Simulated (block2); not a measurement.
# CH2O− (SMILES [CH2][O-]): DMRG/ANO-RCC-MB

What is the vertical doublet–quartet gap of CH2O− at DMRG/ANO-RCC-MB? The job is set up through a Python script.

The results are computed with block2 0.5.4.

4 further runs of the same task are left out: 1 that didn't finish, 3 set aside as unsound or not needed.

## 1. The structure to begin with

The species is CH2O− (4 atoms), meant as a doublet with charge -1. As SMILES, `[CH2][O-]`. The shape is that of a GFN2-xTB optimisation.

Bond lengths: C1–O2 1.311 Å, C1–H3 1.124 Å, C1–H4 1.124 Å. Angles: O2–C1–H3 118.5°, O2–C1–H4 118.5°, H3–C1–H4 110.3°.

## 2. A single-point energy at DMRG/ANO-RCC-MB

run_dmrg.py reads:

```python
import numpy as np
from pyscf import cc, dft, gto, mcscf, mp, scf
from pyblock2._pyscf.ao2mo import integrals as itg
from pyblock2.driver.core import DMRGDriver, SymmetryTypes

geom = [
    ("C", (0.036110, -0.032540, -0.180550)),
    ("O", (1.007360, 0.694860, 0.314680)),
    ("H", (-0.979250, 0.436130, -0.296840)),
    ("H", (-0.064230, -1.098450, 0.162710)),
]
mol = gto.M(
    atom=geom,
    basis="ano-rcc-mb",
    charge=-1,
    spin=1,
    verbose=3,
)
print("nao                     : %d" % (mol.nao))
mf = scf.ROHF(mol)
mf.conv_tol = 1e-10
mf.max_cycle = 200
mf.kernel()
if not mf.converged:
    mf = mf.newton().run(mf.mo_coeff, mf.mo_occ)
print("reference energy        : %.10f" % (mf.e_tot))
ref = scf.UHF(mol).run(mf.make_rdm1(), conv_tol=1e-10)
pt = mp.MP2(ref, frozen=2).run()
mycc = cc.CCSD(ref, frozen=2)
mycc.max_cycle = 150
mycc.kernel()
print(f"E(MP2)                  : {pt.e_tot:.10f}")
if mycc.converged:
    print(f"CCSD total energy       : {mycc.e_tot:.10f}")
    print("E(CCSD(T))              : %.10f" % (mycc.e_tot + mycc.ccsd_t()))
ks = dft.UKS(mol, xc="wb97x").set(conv_tol=1e-9, verbose=3).run(mf.make_rdm1())
if ks.converged:
    print("E(wB97X)                : %.8f" % (ks.e_tot))
ks = dft.UKS(mol, xc="tpssh").set(conv_tol=1e-9, verbose=3).run(mf.make_rdm1())
if ks.converged:
    print("E(TPSSh)                : %.8f" % (ks.e_tot))
ks = dft.UKS(mol, xc="revpbe").set(conv_tol=1e-9, verbose=3).run(mf.make_rdm1())
if ks.converged:
    print("E(revPBE)               : %.8f" % (ks.e_tot))
ks = dft.UKS(mol, xc="r2scan").set(conv_tol=1e-9, verbose=3).run(mf.make_rdm1())
if ks.converged:
    print(f"E(r2SCAN)               : {ks.e_tot:.8f}")
occ_no, mo = mcscf.addons.make_natural_orbitals(cc.CCSD(mf.to_uhf(), frozen=2).run())
mf.mo_coeff = mo
ncas, n_elec, spin, ecore, h1e, g2e, orb_sym = itg.get_rhf_integrals(mf, ncore=2, ncas=10, pg_symm=False, g2e_symm=1)
drv = DMRGDriver(scratch="./tmp", symm_type=SymmetryTypes.SU2, stack_mem=1500 << 20, n_threads=1)
idx = drv.orbital_reordering(h1e, g2e, method="fiedler")
print("orbital order:", idx.tolist())
h1e = h1e[np.ix_(idx, idx)]
g2e = g2e[np.ix_(idx, idx, idx, idx)]
orb_sym = np.array(orb_sym)[idx]
drv.initialize_system(n_sites=ncas, n_elec=n_elec, spin=spin, orb_sym=orb_sym)
mpo = drv.get_qc_mpo(h1e=h1e, g2e=g2e, ecore=ecore, iprint=1)
occs = np.array([1.8] * 6 + [1.0] * 1 + [0.2] * 3)[idx]
mps = drv.get_random_mps(tag="GS", bond_dim=50, nroots=1, occs=occs)
bond_dims = [50] * 2 + [100] * 4
noises = [0.0001] * 2 + [1e-05] * 4 + [0]
thrds = [1e-07] * 6
e = drv.dmrg(mpo, mps, n_sweeps=12, tol=1e-07, bond_dims=bond_dims, noises=noises, thrds=thrds, iprint=1)
ms, dws, es = drv.get_dmrg_results()
print("DW                      : %.3e" % (dws[-1]))
print("E(final)                : %.10f" % (e))
ci = mcscf.CASCI(mf, 10, (7, 6))
ci.fix_spin_(ss=0.75)
ci.fcisolver.conv_tol = 1e-10
ci.fcisolver.max_cycle = 200
ci.kernel()
print(f"FCI energy              : {ci.e_tot:.10f}")
```

Started as:

```sh
$ python run_dmrg.py
```

The program printed:

```text
nao                     : 12
[... 1 line left out ...]
reference energy        : -113.6718564673
[... 5 lines left out ...]
CCSD total energy       : -113.7589404126
[... 4 lines left out ...]
converged SCF energy = -114.355333430979  <S^2> = 0.75093472  2S+1 = 2.0009345
[... 3 lines left out ...]
converged SCF energy = -114.290603034834  <S^2> = 0.75101149  2S+1 = 2.0010112
[... 3 lines left out ...]
integral symmetrize error =  0.0
integral cutoff error =  0.0
[... 24 lines left out ...]
Sweep =    2 | Direction =  forward | Bond dimension =  100 | Noise =  1.00e-05 | Dav threshold =  1.00e-07
Time elapsed =      4.317 | E =    -113.7606356525 | DE = -5.35e-04 | DW = 1.61609e-06

Sweep =    3 | Direction = backward | Bond dimension =  100 | Noise =  1.00e-05 | Dav threshold =  1.00e-07
Time elapsed =      5.981 | E =    -113.7606628695 | DE = -2.72e-05 | DW = 3.32886e-06

Sweep =    4 | Direction =  forward | Bond dimension =  100 | Noise =  1.00e-05 | Dav threshold =  1.00e-07
Time elapsed =      7.713 | E =    -113.7606628556 | DE = 1.39e-08 | DW = 3.23075e-06

Sweep =    5 | Direction = backward | Bond dimension =  100 | Noise =  1.00e-05 | Dav threshold =  1.00e-07
Time elapsed =      9.318 | E =    -113.7606632403 | DE = -3.85e-07 | DW = 3.27838e-06

Sweep =    6 | Direction =  forward | Bond dimension =  100 | Noise =  0.00e+00 | Dav threshold =  1.00e-08
Time elapsed =     10.764 | E =    -113.7606632614 | DE = -2.11e-08 | DW = 2.78142e-06

DW                      : 2.781e-06
E(final)                : -113.7606632614
CASCI E = -113.760672842655  E(CI) = -39.0756758851550  S^2 = 0.7500000
FCI energy              : -113.7606728427
```

It took 50 s on 1 thread of Intel Xeon at 2.50GHz (Skylake/Cascade Lake), shared host; peak memory 0.3 GiB.

## 3. The quartet: a single-point energy at DMRG/ANO-RCC-MB

dmrg.py reads:

```python
import numpy as np
from pyscf import cc, dft, gto, mcscf, mp, scf
from pyblock2._pyscf.ao2mo import integrals as itg
from pyblock2.driver.core import DMRGDriver, SymmetryTypes

geom = """
C
O 1 1.310607
H 1 1.124336 2 118.48784
H 1 1.124304 3 110.25346 2 141.13896
"""
mol = gto.M(
    atom=geom,
    basis="ano-rcc-mb",
    charge=-1,
    spin=3,
    verbose=3,
    max_memory=2000,
)
print("basis functions = %d" % (mol.nao))
mf = scf.ROHF(mol)
mf.conv_tol = 1e-10
mf.max_cycle = 200
mf.kernel()
if not mf.converged:
    mf = mf.newton().run(mf.mo_coeff, mf.mo_occ)
print("reference energy = %.10f" % (mf.e_tot))
# MP2, CCSD and CCSD(T) with the same frozen core
ref = scf.UHF(mol).run(mf.make_rdm1(), conv_tol=1e-10)
pt = mp.MP2(ref, frozen=2).run()
mycc = cc.CCSD(ref, frozen=2)
mycc.max_cycle = 150
mycc.kernel()
print(f"E(MP2) = {pt.e_tot:.10f}")
if mycc.converged:
    print("E(CCSD) = %.10f" % (mycc.e_tot))
    print(f"E(CCSD(T)) = {mycc.e_tot + mycc.ccsd_t():.10f}")
# a few density functionals on the same geometry and basis
ks = dft.UKS(mol, xc="wb97x").set(conv_tol=1e-9, verbose=3).run(mf.make_rdm1())
if ks.converged:
    print(f"E(wB97X) = {ks.e_tot:.8f}")
ks = dft.UKS(mol, xc="tpssh").set(conv_tol=1e-9, verbose=3).run(mf.make_rdm1())
if ks.converged:
    print("E(TPSSh) = %.8f" % (ks.e_tot))
ks = dft.UKS(mol, xc="revpbe").set(conv_tol=1e-9, verbose=3).run(mf.make_rdm1())
if ks.converged:
    print("E(revPBE) = %.8f" % (ks.e_tot))
ks = dft.UKS(mol, xc="r2scan").set(conv_tol=1e-9, verbose=3).run(mf.make_rdm1())
if ks.converged:
    print("E(r2SCAN) = %.8f" % (ks.e_tot))
# natural orbitals of MP2 give a compact matrix product state
occ_no, mo = mcscf.addons.make_natural_orbitals(mp.MP2(mf.to_uhf(), frozen=2).run())
mf.mo_coeff = mo
ncas, n_elec, spin, ecore, h1e, g2e, orb_sym = itg.get_rhf_integrals(mf, ncore=2, ncas=10, pg_symm=False, g2e_symm=1)
drv = DMRGDriver(scratch="./tmp", symm_type=SymmetryTypes.SU2, stack_mem=1500 << 20, n_threads=1)
# order the orbitals along the chain
idx = drv.orbital_reordering(h1e, g2e, method="gaopt")
print("orbital order:", idx.tolist())
h1e = h1e[np.ix_(idx, idx)]
g2e = g2e[np.ix_(idx, idx, idx, idx)]
orb_sym = np.array(orb_sym)[idx]
drv.initialize_system(n_sites=ncas, n_elec=n_elec, spin=spin, orb_sym=orb_sym)
mpo = drv.get_qc_mpo(h1e=h1e, g2e=g2e, ecore=ecore, iprint=1)
occs = np.array([1.9] * 5 + [1.0] * 3 + [0.1] * 2)[idx]
mps = drv.get_random_mps(tag="GS", bond_dim=25, nroots=1, occs=occs)
bond_dims = [25] * 3 + [50] * 3 + [100] * 2
noises = [0.0001] * 3 + [0.0001] * 3 + [1e-05] * 2 + [0]
thrds = [1e-07] * 8
e = drv.dmrg(mpo, mps, n_sweeps=14, tol=1e-07, bond_dims=bond_dims, noises=noises, thrds=thrds, iprint=1)
ms, dws, es = drv.get_dmrg_results()
print("discarded weight = %.3e" % (dws[-1]))
print("final energy = %.10f" % (e))
dm1 = drv.get_1pdm(mps)
print("occupation numbers =", np.round(np.linalg.eigvalsh(dm1)[::-1], 5).tolist())
c_act = mf.mo_coeff[:, 2:12][:, idx]
dm_ao = c_act @ dm1 @ c_act.T + 2 * mf.mo_coeff[:, :2] @ mf.mo_coeff[:, :2].T
print("dipole / D =", np.round(scf.hf.dip_moment(mol, dm_ao, verbose=0), 4).tolist())
print("max block entropy = %.4f" % (max(drv.get_bipartite_entanglement(mps))))
csf, coef = drv.get_csf_coefficients(mps, cutoff=0.08, iprint=1)
print("c0^2 = %.4f" % (np.max(np.abs(coef)) ** 2))
# exact diagonalisation in the same space
ci = mcscf.CASCI(mf, 10, (8, 5))
ci.fix_spin_(ss=3.75)
ci.fcisolver.conv_tol = 1e-10
ci.fcisolver.max_cycle = 200
ci.kernel()
print(f"FCI energy = {ci.e_tot:.10f}")
```

Started as:

```sh
$ python dmrg.py
```

The program printed:

```text
basis functions = 12
converged SCF energy = -113.263108836322
reference energy = -113.2631088363
converged SCF energy = -113.268100362397  <S^2> = 3.7657354  2S+1 = 4.00786
E(UMP2) = -113.314737509946  E_corr = -0.0466371475491759
E(SCS-UMP2) = -113.316464702088  E_corr = -0.0483643396911881
E(UCCSD) = -113.3415077600161  E_corr = -0.0734073976193291
E(MP2) = -113.3147375099
E(CCSD) = -113.3415077600
UCCSD(T) correction = -0.00228732398396843
E(CCSD(T)) = -113.3437950840

WARN: HOMO 0.430364803211388 >= LUMO 0.289752220732535

WARN: HOMO 0.435861139932961 >= LUMO 0.289150136344978

WARN: HOMO 0.431000058166279 >= LUMO 0.291430757487295

WARN: HOMO 0.430847565803721 >= LUMO 0.28642777069271

WARN: HOMO 0.430856494373759 >= LUMO 0.286147012393271

WARN: HOMO 0.430710371397916 >= LUMO 0.28541384958523

WARN: HOMO 0.43052083011819 >= LUMO 0.285064057488424

[... 8 lines left out ...]
converged SCF energy = -113.893515803906  <S^2> = 3.753004  2S+1 = 4.0015017
[... 10 lines left out ...]
WARN: HOMO 0.532655806011511 >= LUMO 0.17224552825239
[... 9 lines left out ...]
WARN: HOMO 0.532435717239293 >= LUMO 0.171793253384274
[... 10 lines left out ...]
WARN: HOMO 0.56446751753936 >= LUMO 0.144717424160942
[... 9 lines left out ...]
WARN: HOMO 0.563393588306509 >= LUMO 0.143256138057245
[... 10 lines left out ...]
WARN: HOMO 0.55493903997223 >= LUMO 0.164808013249445
[... 9 lines left out ...]
WARN: HOMO 0.548923314324336 >= LUMO 0.161710335494905
[... 10 lines left out ...]
integral symmetrize error =  0.0
integral cutoff error =  0.0
[... 42 lines left out ...]
Sweep =    8 | Direction =  forward | Bond dimension =  100 | Noise =  0.00e+00 | Dav threshold =  1.00e-08
Time elapsed =     13.130 | E =    -113.3453191193 | DE = -1.75e-06 | DW = 1.07439e-06

Sweep =    9 | Direction = backward | Bond dimension =  100 | Noise =  0.00e+00 | Dav threshold =  1.00e-08
Time elapsed =     14.725 | E =    -113.3453192107 | DE = -9.14e-08 | DW = 1.07358e-06

discarded weight = 1.074e-06
final energy = -113.3453192107
occupation numbers = [1.99847, 1.98918, 1.97935, 1.96257, 1.95204, 1.04176, 1.02011, 0.96721, 0.04493, 0.04439]
dipole / D = [-1.3195, 0.5895, -0.2272]
max block entropy = 0.5459
DTRIE T =      0.002
Number of CSF =          5 (cutoff =      0.08)
Sum of weights of included CSF =    0.937382019709511

CSF          0 0-2022-2-2  =   -0.938043243276846
CSF          1 0--022-222  =   -0.161774515146983
CSF          2 00--22-222  =   -0.112064326699946
CSF          3 0--0222-22  =   -0.098560519857572
CSF          4 -0202--222  =   -0.094938455368824
c0^2 = 0.8799
CASCI E = -113.345324120623  E(CI) = -38.6598305751676  S^2 = 3.7500000
FCI energy = -113.3453241206
```

Wall time 59 s (1 thread of Intel Xeon at 2.50GHz (Skylake/Cascade Lake), shared host); peak memory 0.3 GiB.

## 4. Results

At DMRG/ANO-RCC-MB, 2 core orbitals frozen:

| quantity | value |
| --- | --- |
| run 1, DMRG/ANO-RCC-MB: total energy | -113.76066 Eh |
| quartet: total energy | -113.34532 Eh |
| vertical energy of the quartet above the doublet | 11.302 eV |

What this shows: At this shape the quartet lies 11.30 eV (1090 kJ/mol) above the doublet. For an anion a state so high probably lies above electron detachment. In a minimal basis such a difference can be off by several eV, whatever the method. The basis (run 1, DMRG/ANO-RCC-MB) was made for a relativistic Hamiltonian, but the run is non-relativistic. The basis (quartet) was made for a relativistic Hamiltonian, but the run is non-relativistic.
